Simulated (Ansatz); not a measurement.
Process, species as SMILES: [OH] (OH) → OH+ (triplet, bonded as [OH]) + e-
B3LYP-D3(BJ)/def2-TZVP geometries, fixed; electronic energies without zero-point terms.

Basis-set convergence of the adiabatic ionisation energy at CCSD(T) with Ansatz (an electronic-structure program). Cartesian d functions, on some or all atoms, in 6-31G**; all else is spherical. Cores are frozen. Open shells are unrestricted. No added dispersion term, no relativity. Functions are those of the species that has most. Reference: Hartree-Fock in aug-cc-pV5Z plus the correlation part extrapolated as X^-3 from aug-cc-pVQZ and aug-cc-pV5Z, 13.042 eV, itself unsure by roughly 0.011 eV (a third of the extrapolation step and of the last Hartree-Fock step). Deviations are taken from unrounded values.

```csv
basis,functions,adiabatic ionisation energy (eV),minus reference (eV)
3-21G,11,11.541,-1.502
def2-SV(P),16,12.297,-0.746
def2-SVP,19,12.343,-0.700
pcseg-1,19,12.509,-0.533
6-31G**,20,12.352,-0.691
6-311G**,24,12.390,-0.653
6-311+G**,28,12.562,-0.481
def2-SVPD,31,12.732,-0.310
aug-cc-pVDZ,32,12.685,-0.358
cc-pVTZ,44,12.749,-0.293
def2-TZVPP,45,12.798,-0.245
def2-TZVPD,49,12.820,-0.222
jun-cc-pV(T+d)Z,53,12.863,-0.180
"6-311++G(3df,3pd)",57,12.894,-0.148
aug-pcseg-2,69,12.885,-0.158
pcseg-3,93,12.961,-0.082
def2-QZVPPD,99,12.959,-0.084
aug-pcseg-3,134,12.967,-0.075
```
